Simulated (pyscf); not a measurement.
## Four-centre exchange: F–SiH(F)–F + H₂O → HO–Si(F)(F)–F + H₂

Gas phase, singlet surface, charge 0. Bonds broken: Si2–H5, O6–H7. Bonds formed: Si2–O6, H5–H7. Single points on ωB97X-D3(BJ)/def2-SVP structures (PySCF, gas phase).

Transition state (Å):

```xyz
8

F     -0.2336     0.1745     1.6056
Si    -0.6495    -0.0301     0.0630
F     -1.1392    -1.4969    -0.3975
F     -2.0969     0.7162     0.0812
H      0.9334    -0.4747    -0.2965
O     -0.0262     1.0865    -1.2030
H      0.8057     0.3018    -1.0844
H     -0.5107     1.5077    -1.9312
```

One imaginary mode, 1391i cm⁻¹; descent along it reached the two sides named, in the forms told below.

```tsv
bond	change	reactant side (Å)	saddle	product side
Si2–H5	breaks	1.460	1.683	3.3
O6–H7	breaks	0.967	1.150	2.7
Si2–O6	forms	2.420	1.800	1.625
H5–H7	forms	3.1	1.114	0.760
```

Electronic energies relative to the separated reactants (kJ/mol):

```csv
level,barrier,reaction energy,reverse barrier
ωB97X-D3(BJ)/def2-TZVP,131.2,-94.7,225.9
PBE/def2-TZVP,111.5,-86.9,198.4
r²SCAN/def2-TZVP,111.9,-103.0,214.8
B3LYP-D3(BJ)/def2-TZVP,132.4,-94.3,226.6
PBE0-D3(BJ)/def2-TZVP,119.0,-90.5,209.5
M06-2X/def2-TZVP,127.5,-108.4,235.9
ωB97M-D3(BJ)/def2-TZVP,129.3,-94.3,223.7
HF/def2-TZVP,204.6,-93.4,298.0
```

With ωB97M-D3(BJ)/def2-TZVP energies and thermal terms (ideal gas, 1 atm, RRHO with modes under 100 cm⁻¹ raised to 100, one conformer, R ln 2 for chiral ones without a mode under 150 cm⁻¹), in kJ/mol:

```csv
T (K),ΔH‡,ΔG‡,ΔH,ΔG
298,121.6,164.3,-107.8,-102.6
600,122.1,207.6,-102.6,-99.3
900,124.9,249.8,-98.3,-98.7
1200,128.4,290.9,-95.1,-99.3
```

On the reactant side the descent ends in a complex, 21.4 kJ/mol under the separated species and 152.6 kJ/mol under the saddle at ωB97X-D3(BJ)/def2-TZVP. The same reactants have a lower exit, to HO–SiH(F)–F + HF (barrier +92.9 kJ/mol at ωB97M-D3(BJ)/def2-TZVP, against +129.3 kJ/mol here). One saddle was located; it need not be the lowest between these sides.
